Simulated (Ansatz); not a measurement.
```yaml
crystal:
  periodic: [false, false, false]
  atoms:
    - {symbol: N, position_ang: [-0.137800, 1.303271, -0.925240]}
    - {symbol: C, position_ang: [0.006262, 0.329240, -0.202964]}
    - {symbol: C, position_ang: [0.257533, -0.630870, 0.650612]}
    - {symbol: F, position_ang: [1.008472, -1.692798, 0.308191]}
    - {symbol: H, position_ang: [-0.957250, 1.269610, -1.533695]}
    - {symbol: H, position_ang: [-0.135116, -0.642452, 1.656896]}
basis:
  gaussian: {orbitals: def2-SVP, final_grid: {core_spheres: 5, valence_spheres: 4, degree: 11}}
magnetization: {spin_polarized: true, initial_magnetization: 1}
hamiltonian: {xc: {name: RPBE}, dispersion: d3bj, pseudopotentials: {relativity: scalar}}
```

```sh
$ ansatz run in.yaml --threads 2 --pin off --events-out ev --progress --plain --max-ram 4352MiB
```

Output, abridged:

```
Error: a molecule whose nuclei and cores have a total charge of 30 cannot have a net charge of 0 together with 1 unpaired electrons
```

Q: Something in this input is off. What?

A: The number of unpaired electrons doesn't fit the electron count. The program refused the input.
